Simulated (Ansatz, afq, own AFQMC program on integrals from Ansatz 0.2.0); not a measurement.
GeH$_{2}$, singlet: AFQMC among the cluster methods

```xyz
3

Ge    0.0000   -0.0307    0.0000
H     0.0000    1.1080   -1.1584
H     0.0000    1.1080    1.1584
```

Basis aug-cc-pVDZ. Noble-gas cores (and the filled d shells of Ga–Kr and In–Xe) are frozen. AFQMC by an in-house program on the Cholesky factors that Ansatz 0.2.0 writes for its CCSD(T) run. The CISD trial takes its coefficients from CCSD amplitudes. Released means that phaseless walkers are propagated on without the constraint, phases kept. Uncertainties: one standard error, sampling alone. No spin–orbit coupling.

Determinant: RHF, the one that the program's search chose, which needn't be the lowest solution. The geometry is a PBE0/def2-TZVPD stationary point of this or a neighbouring charge and spin state.

No full CI on the walks' own integrals is used here; CCSDT(Q) serves as the reference and is uncertain by about the last step of the cluster series.

Cautions: no relativity below Rb; no spin-orbit coupling; inner d shell frozen; restricted determinant unstable towards unrestricted (UHF 27 meV lower, ⟨S²⟩ 0.23).

```
T1 diagnostic                               : 0.0134
weight of the determinant in the CISD state : 0.911
size of the correlated space                : 6 electrons in 40 orbitals
```

```csv
level,correlation energy (eV)
MP2,-2.4017
CCSD,-3.1416
CCSD(T),-3.2090
```

Question: Estimate where AFQMC with the constraint released lies against CCSD(T) on the same integrals.

Answer: 18.4 ± 4.9 meV below CCSD(T).

Reference: CCSDT(Q), correlation energy -3.228 eV. The released energy is read at 2.40 1/Eh (meV from the phaseless value at times in 1/Eh: -7 ± 5 at 0.24, -13 ± 4 at 0.51, -14 ± 5 at 0.99, -22 ± 5 at 1.62, -19 ± 5 at 2.40).

```csv
level,E − E(reference) (meV),share of correlation (%)
CCSD(T),19.5,99.40
CCSDT,2.7,99.92
ph-AFQMC/HF,-47.8 ± 33.0,101.48
ph-AFQMC/CISD,20.6 ± 3.8,99.36
released AFQMC,1.1 ± 4.9,99.96
```

A walk keeps the symmetry of its determinant, which the program's search chose and which needn't be the lowest solution, so a lower state of the same spin and another symmetry isn't excluded. Released energies are given only where the last usable release times agree within the noise; a slower fall can still hide under it.
